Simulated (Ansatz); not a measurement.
Cartesian coordinates (Å):
SMILES: CO
```xyz
6

C     -0.3464    -0.0238    -0.0001
O      0.9737    -0.4483    -0.2382
H     -0.5638     0.1479     1.0739
H     -0.6151     0.9001    -0.5517
H     -1.0208    -0.8216    -0.3480
H      1.5724     0.2458     0.0641
```
Charge 0, multiplicity 1.

Calculation: Ansatz (a program for electronic structure) with frozen-core CCSD(T)/cc-pVTZ // B3LYP-D3(BJ)/def2-SVP.

```
Property                        Value
----------------------  -------------
HF energy               -115.08825 Ha
MP2 correlation energy    -0.42857 Ha
```

**Question.** Estimate the CCSD correlation energy, the (T) correction, the total energy and the T1 diagnostic.

**Answer.** 
```json
{
  "CCSD correlation energy": "-0.44720 Ha",
  "(T) correction": "-0.01484 Ha",
  "CCSD(T) total energy": "-115.55030 Ha",
  "T1 diagnostic": "0.008"
}
```
